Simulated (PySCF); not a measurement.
This PySCF input (HF/d-aug-cc-pVTZ) gives -133.09210 Eh with 346 basis functions.

```python
import numpy as np, basis_set_exchange as bse
from pyscf import gto, scf, dft, df

basis = {'C': gto.basis.parse(bse.get_basis('d-aug-cc-pVTZ', elements=['C'], fmt='nwchem')), 'H': gto.basis.parse(bse.get_basis('d-aug-cc-pVTZ', elements=['H'], fmt='nwchem')), 'N': gto.basis.parse(bse.get_basis('d-aug-cc-pVTZ', elements=['N'], fmt='nwchem'))}…
mol = gto.M(
    atom='''
    C    -0.02656740   -0.39643901    0.74037214
    N    -0.04025319    0.87186173    0.00009760
    C    -0.04739019   -0.39723479   -0.73890413
    H     0.88684478    1.28341918   -0.01317394
    H    -0.93332050   -0.60983971    1.29271705
    H    -0.96932769   -0.61121579   -1.26527787
    H     0.88822522   -0.70100522    1.23593203
    H     0.85309603   -0.70234775   -1.25968851
    ''',
    basis=basis,
    charge=0,
    verbose=4,
    max_memory=8640,
)
mf = scf.RHF(mol)
mf = mf.density_fit(auxbasis=df.autoaux(mol))
mf.conv_tol = 1e-9
mf.max_cycle = 100
scf.hf.overlap_zero_eigenvalue_threshold = 1e-6
print('smallest overlap eigenvalue', np.linalg.eigvalsh(mol.intor('int1e_ovlp'))[0])
mf.kernel()
dip = mf.dip_moment()
```

Change:
```diff
- basis = {'C': gto.basis.parse(bse.get_basis('d-aug-cc-pVTZ', elements=['C'], fmt='nwchem')), 'H': gto.basis.parse(bse.get_basis('d-aug-cc-pVTZ', elements=['H'], fmt='nwchem')), 'N': gto.basis.parse(bse.get_basis('d-aug-cc-pVTZ', elements=['N'], fmt='nwchem'))}
+ basis = {'C': gto.basis.parse(bse.get_basis('6-311++G(2d,2p)', elements=['C'], fmt='nwchem')), 'H': gto.basis.parse(bse.get_basis('6-311++G(2d,2p)', elements=['H'], fmt='nwchem')), 'N': gto.basis.parse(bse.get_basis('6-311++G(2d,2p)', elements=['N'], fmt='nwchem'))}
```

What does the run give now?

-133.08303 Eh (HF/6-311++G(2d,2p), 131 functions), a change of +9.07 mEh.
